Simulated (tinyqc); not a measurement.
Worked calculation: LCCD on RHF in the sto-3g basis, for OH-, spin multiplicity 1. The basis has no diffuse functions, so it cannot describe the extra electron: this is an exercise in the method, not the real anion. One step of it, computed by the program tinyqc.

Problem. LCCD: starting amplitudes. t_ij^ab = <ij||ab> / (e_i + e_j - e_a - e_b), whose energy is MP2.

orbital energies (hartree): MO1 -19.334244, MO2 -0.631736, MO3 0.079271, MO4 0.267793, MO5 0.267793, MO6 1.411715

Two-electron integrals over orbitals (pq|rs), unique and non-zero (hartree):
```
(11|11) 4.743394    (21|11) -0.408187   (21|21) 0.055632    (22|11) 0.985960
(22|21) -0.011753   (22|22) 0.741387    (31|11) -0.228393   (31|21) 0.028495
(31|22) -0.017281   (31|31) 0.027898    (32|11) 0.169215    (32|21) -0.010331
(32|22) -0.018636   (32|31) 0.011715    (32|32) 0.144102    (33|11) 0.929884
(33|21) -0.012183   (33|22) 0.665471    (33|31) 0.005344    (33|32) 0.064241
(33|33) 0.729775    (41|41) 0.026090    (42|41) 0.031635    (42|42) 0.137778
(43|41) 0.016653    (43|42) 0.057588    (43|43) 0.059660    (44|11) 1.115314
(44|21) -0.011820   (44|22) 0.738270    (44|31) -0.006523   (44|32) 0.088085
(44|33) 0.697714    (44|44) 0.880159    (51|51) 0.026090    (52|51) 0.031635
(52|52) 0.137778    (53|51) 0.016653    (53|52) 0.057588    (53|53) 0.059660
(54|54) 0.047444    (55|11) 1.115314    (55|21) -0.011820   (55|22) 0.738270
(55|31) -0.006523   (55|32) 0.088085    (55|33) 0.697714    (55|44) 0.785270
(55|55) 0.880159    (61|11) 0.198787    (61|21) -0.030582   (61|22) -0.005626
(61|31) -0.000222   (61|32) 0.023557    (61|33) 0.019379    (61|44) 0.005093
(61|55) 0.005093    (61|61) 0.034842    (62|11) -0.275056   (62|21) 0.004832
(62|22) -0.120420   (62|31) 0.017959    (62|32) -0.003648   (62|33) -0.035213
(62|44) -0.140015   (62|55) -0.140015   (62|61) 0.014321    (62|62) 0.112603
(63|11) 0.234489    (63|21) -0.004430   (63|22) 0.054960    (63|31) 0.005009
(63|32) 0.105049    (63|33) 0.099961    (63|44) 0.122810    (63|55) 0.122810
(63|61) 0.010616    (63|62) -0.052291   (63|63) 0.130340    (64|41) -0.013096
(64|42) -0.049806   (64|43) 0.000083    (64|64) 0.039815    (65|51) -0.013096
(65|52) -0.049806   (65|53) 0.000083    (65|65) 0.039815    (66|11) 0.950411
(66|21) -0.009651   (66|22) 0.701263    (66|31) -0.019718   (66|32) -0.054251
(66|33) 0.647751    (66|44) 0.664426    (66|55) 0.664426    (66|61) -0.011307
(66|62) -0.087036   (66|63) 0.017509    (66|66) 0.729994
```

Give: Starting amplitudes; correlation energy.

Solution.

Starting amplitudes (spin orbitals 1a, 1b, ...; amplitudes related by a flip of all spins are not repeated):
```
from      to          t
3a 3b  6a 6b    -0.0489
2a 2b  6a 6b    -0.0276
4a 4b  6a 6b    -0.0174
5a 5b  6a 6b    -0.0174
2a 3b  6a 6b     0.0155
1a 1b  6a 6b    -0.0008
1a 2b  6a 6b    -0.0006
1a 3b  6a 6b  -4.81e-04
```

correlation energy = -0.012541 hartree
